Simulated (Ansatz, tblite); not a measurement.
Cost and result up the ladder for SiEtH3 (C₂H₈Si) (11 atoms). Total charge 0; singlet. Geometry: r2SCAN-D4/def2-TZVP.

```xyz
11

Si   -1.2450    0.6068   -0.4899
C    -0.0932   -0.6308    0.3265
C     1.3773   -0.2027    0.2904
H    -0.2196   -1.5997   -0.1695
H    -0.4226   -0.7764    1.3615
H     2.0221   -0.9371    0.7802
H     1.7310   -0.0869   -0.7375
H     1.5258    0.7551    0.7962
H    -0.8305    0.8424   -1.9000
H    -1.1950    1.9100    0.2276
H    -2.6505    0.1191   -0.4855
```

Ansatz on 4 threads of Intel Xeon on a shared host; xTB runs through tblite on one thread. Times are rough, summed over both states, and most runs start from the orbitals of an earlier one. PBE0-D4/def2-TZVP serves as the yardstick here, not as an exact answer. The other state is a triplet.

The xTB rows come from tblite.

xTB has no spin-polarisation term.

```
                         level  functions  wall time  vertical triplet (eV)  difference from PBE0-D4/def2-TZVP (eV)
                      GFN1-xTB         33    0.028 s                   6.94                                   -0.57
PBE-D4/def2-TZVP (with forces)        147      5.8 s                   7.13                                   -0.38
             PBE0-D4/def2-TZVP        147      8.3 s                   7.51                                    0.00
           r2SCAN-D4/def2-TZVP        147        9 s                   7.37                                   -0.14
```
